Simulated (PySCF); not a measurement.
## Electric field gradients and quadrupole coupling constants

Compound: C4H7OP.
Z-matrix (Å and degrees, GFN2-xTB geometry), rows numbered from 1:
```
O 
P   1  1.4634
C   2  1.8069  1  119.48
C   3  1.3265  2  110.77  1   136.05
C   4  1.5000  3  117.63  2     1.42
C   5  1.5303  4  108.13  3   -16.90
H   2  1.3982  1  113.36  3  -124.57
H   3  1.0767  2  123.74  1   -42.63
H   4  1.0804  3  123.93  2  -179.89
H   5  1.0921  4  110.75  3  -139.62
H   5  1.0940  4  108.42  3   103.06
H   6  1.0893  2  113.16  1    90.16
H   6  1.0942  2  105.56  1   -27.83
```

Field gradients from the PBE0/pcSseg-1 density (PySCF, non-relativistic), principal values in atomic units, ordered |Vxx| ≤ |Vyy| ≤ |Vzz|:

```json
{"atom": "O1", "Vxx": "-0.3337", "Vyy": "-0.5139", "Vzz": "0.8476"}
```

Task: Find the asymmetry η = (Vxx − Vyy)/Vzz and the couplings χ = eQV/h (234.96 MHz × Q in barn × V in au), with Q(17O) = −0.0256 b.

Result: 
```json
{"atom": "O1", "environment": "phosphoryl oxygen", "nucleus": "17O", "η": "0.21", "χzz (MHz)": "-5.10", "χxx (MHz)": "2.01", "χyy (MHz)": "3.09"}
```

The tensor is traceless: Vxx + Vyy + Vzz = 0.

Task: What is Vzz at O1 in SI units (1 au = 9.71736 × 10²¹ V/m²)?

Result: 0.8476 au = 8.237 × 10²¹ V/m².

Were the hydrogens deuterons (Q(2H) = 0.00286 b), χzz would run from 125 kHz (H7) to 228 kHz (H8).

The structure is a single GFN2-xTB conformer in the gas phase; no vibrational or solvent corrections. GFN2-xTB bond lengths can be off by several hundredths of an ångström, more for odd bonds, and the gradients follow them. With a basis this small, the couplings can be 20 % off.
